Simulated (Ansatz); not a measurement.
1T (CdI2-type) ZrSe₂, treated with rVV10 in Ansatz (PAW).

Numerical settings: plane-wave cutoff 500 eV, 12×12×6 k mesh (along the axes of the cell as run), Fermi–Dirac smearing 0.05 eV, scalar-relativistic PAW data made under PBE.

Computed at the level's own relaxed cell.

Give the computed volume per atom, lattice constant a and c axis length.


volume per atom: 26.02 Å³/atom
lattice constant a: 3.821 Å
c axis length: 6.176 Å

Measured, for comparison: lattice constant a 3.77 Å (temperature not stated, no zero-point or thermal correction; as tabulated in Björkman (2014), arXiv:1406.2436); lattice parameter c 6.122 Å (temperature not stated, zero-point anharmonic expansion removed (computed with revB86b-DF2); no thermal correction; as tabulated in Björkman (2014), arXiv:1406.2436). Computed (rounded) less measured: lattice constant a +1.4 %, lattice parameter c +0.9 %.

Computed values are for the static lattice.

Ansatz is a quantum-chemistry and plane-wave program.
